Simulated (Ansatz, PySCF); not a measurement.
System: SO, charge 0, triplet. SO (SMILES O=S, triplet).
B3LYP-D3(BJ)/def2-TZVP minimum from Ansatz (a first-principles code):
```
O
S 1 1.4899
```
Charge 0, spin multiplicity 3.

Property: enthalpy of formation at 298 K (by atomisation, with ideal-gas terms from PySCF's Hessian at B3LYP-D3(BJ)/def2-TZVP and the atoms' measured values of the G2/97 table; no spin-orbit terms), in kcal/mol. Radicals and triplets start from unrestricted determinants; spin-orbit coupling is neglected. Cores are frozen in correlated methods. Rows without X2C or -DK are non-relativistic. CBS(X,Y): correlation extrapolated as X^-3, Hartree-Fock from the larger set (Q,5: extrapolated as (X+1)exp(-9√X)). A bracket is a step between two methods taken in the basis named. '+ core + X2C': CCSD(T) terms for core correlation (cc-pwCVTZ, 1s frozen past Ne) and scalar relativity (cc-pVTZ-DK). The UHF reference of OS (O=S, triplet) is spin-contaminated (<S^2> up to 0.06 over the pure value in the sets run).

Measured: 1.2 kcal/mol, 5.0 kJ/mol (G2/97 table in ASE (Curtiss et al.)); atomic spin-orbit terms, which the calculations lack, would raise the computed values.

| level | program | enthalpy of formation at 298 K (kcal/mol) | error against that value |
|---|---|---|---|
| HF/cc-pV(5+d)Z | Ansatz | 70.8 | 69.6 |
| MP2/cc-pV(D+d)Z | Ansatz | 17.2 | 16.0 |
| MP2/CBS(cc-pV(Q+d)Z,cc-pV(5+d)Z) | Ansatz | -8.9 | -10.1 |
| CCSD/CBS(cc-pV(T+d)Z,cc-pV(Q+d)Z) | Ansatz | 9.6 | 8.4 |
| CCSD/CBS(cc-pV(Q+d)Z,cc-pV(5+d)Z) | Ansatz | 8.6 | 7.4 |
| CCSD(T)/cc-pV(D+d)Z | Ansatz | 26.2 | 25.0 |
| CCSD(T)/cc-pV(5+d)Z | Ansatz | 2.6 | 1.4 |
| CCSDT(Q)/cc-pV(T+d)Z | Ansatz | 8.7 | 7.5 |
| CCSDTQ/cc-pV(D+d)Z | Ansatz | 25.4 | 24.2 |
| CCSD(T)/CBS(cc-pV(Q+d)Z,cc-pV(5+d)Z) + [CCSDT(Q) - CCSD(T)]/cc-pV(Q+d)Z + [CCSDTQ - CCSDT(Q)]/cc-pV(D+d)Z + core + X2C | Ansatz | 0.1 | -1.1 |
